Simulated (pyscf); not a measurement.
# Insertion: H₃Si–Si(SiH₃)(SiH₃)–Cl + F–C:–F [singlet] → F–C(F)(SiH₃)–Si(SiH₃)(SiH₃)–Cl

Gas phase, singlet surface, charge 0. Bonds broken: Si2–Si3. Bonds formed: Si2–C16, Si3–C16. Structures and frequencies: ωB97X-D3(BJ)/def2-SVP in PySCF.

Transition state (Å):

```xyz
17

Cl    -1.0799    -0.1476     2.9719
Si    -0.4288     0.1962     0.9761
Si    -0.8256    -0.9675    -1.1129
Si    -2.3119     1.5812     0.5312
Si     1.3907     1.6282     0.6735
H     -0.7974     0.1432    -2.1044
H      0.1220    -2.0441    -1.5306
H     -2.1964    -1.5431    -1.0061
H     -2.2520     2.1815    -0.8395
H     -3.5781     0.7947     0.6335
H     -2.3497     2.6964     1.5240
H      2.6013     1.1500     1.4034
H      1.0168     2.9817     1.1758
H      1.7099     1.7278    -0.7826
F      1.8419    -1.6168     0.5164
C      0.6941    -1.4955     1.1122
F      0.1975    -2.6823     1.2667
```

One imaginary mode, 122i cm⁻¹; descent along it reached the two sides named, in the forms told below.

| bond | change | reactant side (Å) | saddle | product side |
|---|---|---|---|---|
| Si2–Si3 | breaks | 2.327 | 2.424 | 3.2 |
| Si2–C16 | forms | 3.3 | 2.035 | 1.922 |
| Si3–C16 | forms | 3.8 | 2.7 | 1.920 |

Electronic energies relative to the separated reactants (kcal/mol):

```json
[
 {"level": "ωB97X-D3(BJ)/def2-TZVP", "barrier": "11.1", "reaction energy": "-49.1", "reverse barrier": "60.2"},
 {"level": "PBE/def2-TZVP", "barrier": "3.2", "reaction energy": "-47.2", "reverse barrier": "50.3"},
 {"level": "r²SCAN/def2-TZVP", "barrier": "2.2", "reaction energy": "-50.9", "reverse barrier": "53.1"},
 {"level": "B3LYP-D3(BJ)/def2-TZVP", "barrier": "8.7", "reaction energy": "-49.8", "reverse barrier": "58.4"},
 {"level": "PBE0-D3(BJ)/def2-TZVP", "barrier": "4.4", "reaction energy": "-51.0", "reverse barrier": "55.4"},
 {"level": "M06-2X/def2-TZVP", "barrier": "9.7", "reaction energy": "-52.5", "reverse barrier": "62.1"},
 {"level": "ωB97M-D3(BJ)/def2-TZVP", "barrier": "12.7", "reaction energy": "-48.4", "reverse barrier": "61.1"},
 {"level": "HF/def2-TZVP", "barrier": "35.9", "reaction energy": "-37.6", "reverse barrier": "73.5"}
]
```

With ωB97M-D3(BJ)/def2-TZVP energies and thermal terms (ideal gas, 1 atm, RRHO with modes under 100 cm⁻¹ raised to 100, one conformer, R ln 2 for chiral ones without a mode under 150 cm⁻¹), in kcal/mol:

| T (K) | ΔH‡ | ΔG‡ | ΔH | ΔG |
|---|---|---|---|---|
| 298 | 13.6 | 26.7 | -46.1 | -33.0 |
| 600 | 14.1 | 39.9 | -45.3 | -19.9 |
| 900 | 14.6 | 52.7 | -44.3 | -7.4 |
| 1200 | 15.2 | 65.3 | -43.2 | +4.7 |

On the product side the descent ends in a point that may be a rotor saddle (no frequency run), 1.2 kcal/mol over the lowest minimum found and 58.9 kcal/mol under the saddle at ωB97X-D3(BJ)/def2-TZVP. This is the saddle that the search found; another between the same sides may lie lower.
